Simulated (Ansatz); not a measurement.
Total energies of the cluster Li₂H₂⁺ from Ansatz at r2SCAN-D4/def2-TZVP, gas phase (1 Eh = 27.2114 eV = 2625.5 kJ/mol). The reference geometry is relaxed at PBE-D4/def2-TZVP.

```xyz
4

Li    0.644   -1.416   -0.484
Li   -0.645    1.411    0.496
H     0.509    0.102    0.375
H    -0.508   -0.098   -0.386
```

```tsv
state	geometry	energy (Eh)
charge 1 doublet	reference	-15.95655
charge 0 singlet	reference	-16.12025
charge 1 quartet	relaxed at PBE-D4/def2-TZVP	-15.78137
```

(1) Work out the vertical electron affinity, to the singlet.

(2) Which of the charge 1 states is lowest, and how far above it are the others?

(1) E(charge 1 doublet) − E(charge 0 singlet) = -15.95655 − (-16.12025) = 0.16370 Eh = 4.45 eV.

(2) The doublet. quartet: -15.78137 − (-15.95655) = 0.17518 Eh = 459.9 kJ/mol. The quartet has fallen apart, so its energy is that of loose fragments and no spin gap. The quartet differs in its bonds from the reference.

At r2SCAN-D4/def2-TZVP the gap within one spin of the charge 1 quartet nearly closes, so an electron or hole may be smeared out by delocalisation error. 

The structure comes from a short search, and lower isomers may exist.
